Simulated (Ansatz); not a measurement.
`O=[N+]([O-])O`, 5 atoms. Total charge 0; spin multiplicity 1. All runs use 4 threads of an Arm Neoverse V1 on a shared host. Correlated methods freeze the cores. Open-shell runs search over several starts.

Q: Give the basis size and wall time and peak host memory of each of these runs in Ansatz. RHF-CCSD(T)/def2-TZVPP energy; UKS PBE0-D4/def2-TZVPP energy of the cation; UKS PBE-D4/def2-TZVPP energy of the cation; RKS ωB97M-V/def2-QZVPP energy; UKS B2PLYP (frozen core)/def2-TZVPP energy of the cation; RKS LC-ωPBE/def2-TZVPP energy; UKS r2SCAN-D4/def2-TZVPP energy of the cation; UKS ωB97M-V/def2-TZVPP energy of the cation; RKS ωB97M-V/def2-SVP energy; RKS B97M-V/def2-TZVPP energy; UHF-MP2/def2-QZVPP energy of the cation; RKS CAM-B3LYP-D4/def2-TZVPP energy. (Best estimate.)

A: The calculation gave: Other jobs shared the machine, so times are rough.

```csv
level,job,functions,wall time,peak host memory (GiB)
RKS LC-ωPBE/def2-TZVPP,energy,138,0.8 s,0.27
RKS CAM-B3LYP-D4/def2-TZVPP,energy,138,0.85 s,0.27
RKS ωB97M-V/def2-SVP,energy,61,1.2 s,0.27
RKS B97M-V/def2-TZVPP,energy,138,2.1 s,0.17
UKS PBE-D4/def2-TZVPP,energy of the cation,138,2.4 s,0.27
RKS ωB97M-V/def2-QZVPP,energy,258,4 s,0.62
UKS PBE0-D4/def2-TZVPP,energy of the cation,138,4.1 s,0.33
UKS r2SCAN-D4/def2-TZVPP,energy of the cation,138,5.5 s,0.29
RHF-CCSD(T)/def2-TZVPP,energy,138,10 s,0.88
UKS ωB97M-V/def2-TZVPP,energy of the cation,138,12 s,0.46
UKS B2PLYP (frozen core)/def2-TZVPP,energy of the cation,138,14 s,0.32
UHF-MP2/def2-QZVPP,energy of the cation,258,32 s,0.81
```

LC-ωPBE has ω = 0.4 bohr⁻¹.
